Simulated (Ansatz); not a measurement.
**SiH$_{3}$, doublet: how well a Morse curve fills in a stretch**

Starting geometry (PBE0/def2-TZVP stationary point for this spin, which needn't be the lowest; state A'):

```xyz
4

Si    0.0001   -0.0001   -0.0437
H     1.4153    0.0146    0.4091
H    -0.7211    1.2200    0.4030
H    -0.6968   -1.2329    0.4066
```

Atom H4 moves along the line of the distance Si1-H4, all else staying in place. Energies are in eV from the starting point at each level.

Basis cc-pVDZ; Ansatz 0.2.0. Correlated methods freeze the noble-gas cores. Prefix R: restricted or restricted open-shell reference; prefix U: unrestricted.

Full CI is exact within this basis and frozen core; it isn't the basis-set limit. The frozen core follows each run's orbitals, which can shift R against U totals by a few meV.

| distance Si1-H4 (Å) | full CI | UCCSD(T) | B3LYP |
| --- | --- | --- | --- |
| 1.170 | 1.531 | 1.529 | 1.520 |
| 1.352 | 0.218 | 0.217 | 0.223 |
| 1.486 | 0.000 | 0.000 | 0.000 |
| 1.629 | 0.135 | 0.137 | 0.123 |
| 1.778 | 0.486 | 0.490 | 0.461 |
| 2.020 | ? | ? | ? |
| 2.395 | 2.272 | 2.314 | 2.279 |
| 2.803 | 3.000 | 3.059 | 2.999 |
| 3.294 | 3.274 | 3.293 | 3.313 |
| 4.029 | 3.293 | 3.310 | 3.421 |
| 5.142 | 3.293 | 3.310 | 3.441 |

A Morse curve E(r) = E0 + De (1 − exp(−a (r − re)))² is laid through the three points about the minimum (1.352, 1.486, 1.629 Å), with E0 + De set to the last point:

| level | re (Å) | a (1/Å) | E0 (eV) | De (eV) | k = 2 De a² (eV/Å²) |
| --- | --- | --- | --- | --- | --- |
| full CI | 1.491 | 1.645 | 0.000 | 3.293 | 17.8 |
| UCCSD(T) | 1.491 | 1.645 | 0.000 | 3.310 | 17.9 |
| B3LYP | 1.496 | 1.579 | -0.001 | 3.442 | 17.2 |

**Question.** Use the full-CI fit to predict the withheld energy at 2.020 Å.

**Answer.** exp(−1.645 × (2.020 − 1.491)) = 0.4189; E = 0.000 + 3.293 × (1 − 0.4189)² = 1.112 eV. Full CI in cc-pVDZ gives 1.219 eV, so the Morse form is 0.107 eV too low there (3.3 % of De). At the other points past the fit it misses by up to 0.42 eV (at 2.803 Å), so the curve isn't Morse-like throughout. UCCSD(T) gives 1.228 eV. B3LYP gives 1.184 eV.

Unrestricted rows (U, and Kohn–Sham where it breaks symmetry) aren't spin-pure: their determinants' ⟨S²⟩ exceeds S(S+1) by up to 0.60, so they mix in states of higher spin.

Kohn–Sham is unrestricted where that lies lower.

De here is the energy of pulling rigid fragments apart in this basis, without relaxation or zero-point terms.

In so small a basis the reference is far from its limit while semilocal and hybrid functionals are nearer theirs, so the functionals' errors here hold much of the reference's basis and frozen-core error, which can add to them or hide them.
